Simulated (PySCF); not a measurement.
Energy landscape of O2S, singlet: symmetric bend, bond length relaxed. Scanned: O-S-O angle. Other coordinates (S-O bond length) were minimised at PBE0/def2-TZVP.

The free coordinates were minimised at PBE0/def2-TZVP in PySCF; the energy column is CCSD(T) on RHF/cc-pVTZ, 7 core orbitals frozen run with PySCF, in eV.

| a / ° | S-O bond length / Å | E |
|---|---|---|
| 180 | 1.447 | — |
| 170 | 1.446 | 2.555 |
| 160 | 1.442 | 1.948 |
| 150 | 1.436 | 1.242 |
| 140 | 1.432 | 0.621 |
| 130 | 1.430 | 0.185 |
| 120 | 1.431 | 0.000 |
| 110 | 1.437 | 0.123 |
| 100 | 1.450 | 0.621 |
| 90 | 1.473 | 1.591 |
| 80 | 1.514 | 3.160 |

A dash means that the run gave no value there, or that the column was ended at a point which the program doubted or which failed a test of continuity chosen for this set; such a test can also cut sound points.
